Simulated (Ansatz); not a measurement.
# Si2NH6 (SMILES [SiH2]N[SiH3]): UMP2/cc-pVDZ

Aim: the vertical doublet–quartet gap of Si2NH6 at UMP2/cc-pVDZ, from 2 runs. 

The calculation is run with Ansatz 0.2.0.

60 further runs of the same task are left out: 60 set aside as unsound or not needed.

### Step 1. The structure to begin with

Si2NH6 has 9 atoms, charge 0, and is taken as a doublet. As SMILES, `[SiH2]N[SiH3]`. The coordinates come from a PBE0-D4/def2-TZVP relaxation. This is one conformer, not always the lowest.

Bond lengths: Si1–N2 1.730 Å, N2–Si3 1.731 Å, Si1–H4 1.491 Å, Si1–H5 1.494 Å, N2–H6 1.011 Å, Si3–H7 1.488 Å, Si3–H8 1.483 Å, Si3–H9 1.488 Å. Some angles: Si1–N2–Si3 128.1°, Si1–N2–H6 115.1°, Si3–N2–H6 116.2°, N2–Si1–H4 107.7°, N2–Si1–H5 108.7°, N2–Si3–H7 111.1°, N2–Si3–H8 107.0°, N2–Si3–H9 112.0°, H4–Si1–H5 110.7°, H7–Si3–H8 109.8°.

### Step 2. The energy at UMP2/cc-pVDZ

Input file input.yaml:

```yaml
crystal:
  periodic: [false, false, false]
  atoms:
    - symbol: Si
      position_ang: [-1.200900, 0.925300, -0.948400]
    - symbol: N
      position_ang: [0.196900, 0.625800, 0.025200]
    - symbol: Si
      position_ang: [0.611700, -0.820500, 0.880200]
    - symbol: H
      position_ang: [-1.616500, -0.372000, -1.554500]
    - symbol: H
      position_ang: [-0.842900, 1.913400, -2.010900]
    - symbol: H
      position_ang: [0.764100, 1.439300, 0.222200]
    - symbol: H
      position_ang: [1.982600, -1.276500, 0.525400]
    - symbol: H
      position_ang: [-0.378200, -1.853400, 0.488500]
    - symbol: H
      position_ang: [0.571600, -0.627700, 2.355400]
basis:
  gaussian:
    orbitals: cc-pVDZ
correlation:
  method: mp2
  frozen_orbitals: {H: 0, "N": 1, Si: 5}
accuracy: high
magnetization:
  spin_polarized: true
  initial_magnetization: 1
```

Command:

```sh
$ ansatz run input.yaml --threads 1 --pin off --max-ram 3480MiB --events-out events.jsonl --progress --plain --runs-dir runs
```

The log of the run:

```text
Warning: RAYON_NUM_THREADS=1 ignored (pool sized by the plan → 1); use --threads N
Functional definition: HF
  name "HF"
  exchange = exact_x
  correlation = 0
1930 factors; integrals over basis functions are off by at most 3.8e-9 eV
mean field evaluation 1: about -17298.5177 eV, gradient 2.1e1 eV
mean field evaluation 2: about -17298.5352 eV, gradient 2.1e1 eV
mean field evaluation 4: about -17300.9391 eV, gradient 2.5e0 eV
mean field evaluation 8: about -17301.0088 eV, gradient 2.0e-3 eV
mean field -17301.00883276 eV, -635.8003475588 hartree, gradient 2.3e-8 eV, S^2 0.754694; 0 other end points of the search recorded, 0 dependent functions left out
11 core orbitals not correlated: weight in the atoms' cores, before any rotation towards them, 1.000 or more for the frozen orbitals, at most 0.000 for the correlated occupied ones
reference -17301.00883276 eV, -635.8003475588 hartree; 10, 9 occupied and 59, 60 virtual orbitals, 1930 factors
second order -9.76819051 eV of doubles, -0.00000000 eV of singles
Total energy: -17310.77702327 eV, -636.1593219390 hartree
```

It took 3.6 s on 1 thread of Arm Neoverse V1, shared host; peak memory 0.27 GiB.

### Step 3. The quartet

Input file job.yaml:

```yaml
basis:
  gaussian: {orbitals: cc-pVDZ}
crystal:
  periodic: [false, false, false]
  atoms:
    - {symbol: Si, position_ang: [-1.200900, 0.925300, -0.948400]}
    - {symbol: "N", position_ang: [0.196900, 0.625800, 0.025200]}
    - {symbol: Si, position_ang: [0.611700, -0.820500, 0.880200]}
    - {symbol: H, position_ang: [-1.616500, -0.372000, -1.554500]}
    - {symbol: H, position_ang: [-0.842900, 1.913400, -2.010900]}
    - {symbol: H, position_ang: [0.764100, 1.439300, 0.222200]}
    - {symbol: H, position_ang: [1.982600, -1.276500, 0.525400]}
    - {symbol: H, position_ang: [-0.378200, -1.853400, 0.488500]}
    - {symbol: H, position_ang: [0.571600, -0.627700, 2.355400]}
magnetization: {spin_polarized: true, initial_magnetization: 3}
correlation: {method: mp2, frozen_orbitals: {H: 0, "N": 1, Si: 5}}
accuracy: high
```

Command:

```sh
$ ansatz run job.yaml --threads 1 --pin off --max-ram 3480MiB --events-out events.jsonl --progress --plain --runs-dir runs
```

The log of the run:

```text
Warning: RAYON_NUM_THREADS=1 ignored (pool sized by the plan → 1); use --threads N
[... 4 set-up lines as earlier in the session ...]
1930 factors; integrals over basis functions are off by at most 3.8e-9 eV
mean field evaluation 1: about -17291.0402 eV, gradient 1.8e1 eV
mean field evaluation 2: about -17291.0588 eV, gradient 1.8e1 eV
mean field evaluation 4: about -17294.1415 eV, gradient 3.7e0 eV
mean field evaluation 8: about -17294.7411 eV, gradient 2.8e-1 eV
mean field evaluation 16: about -17294.7468 eV, gradient 2.9e-8 eV
mean field -17294.74682961 eV, -635.5702231879 hartree, gradient 3.4e-8 eV, S^2 3.763058; 4 other end points of the search recorded, 0 dependent functions left out
11 core orbitals not correlated: weight in the atoms' cores, before any rotation towards them, 1.000 or more for the frozen orbitals, at most 0.000 for the correlated occupied ones
reference -17294.74682961 eV, -635.5702231879 hartree; 11, 8 occupied and 58, 61 virtual orbitals, 1930 factors
second order -9.12718990 eV of doubles, -0.00000000 eV of singles
Total energy: -17303.87401952 eV, -635.9056412302 hartree
```

It took 4.5 s on 1 thread of Arm Neoverse V1, shared host; peak memory 0.28 GiB.

### Step 4. Summary of results

Level: UMP2/cc-pVDZ, 11 core orbitals frozen.

```
                                             quantity          value
                                doublet: total energy  -636.15932 Eh
doublet: correlation energy (11 core orbitals frozen)     -359.0 mEh
           doublet: ⟨S²⟩ of the reference determinant          0.755
                                quartet: total energy  -635.90564 Eh
quartet: correlation energy (11 core orbitals frozen)     -335.4 mEh
           quartet: ⟨S²⟩ of the reference determinant          3.763
     vertical energy of the quartet above the doublet       6.903 eV
```

In words: At this shape the quartet lies 6.90 eV (159 kcal/mol) above the doublet.
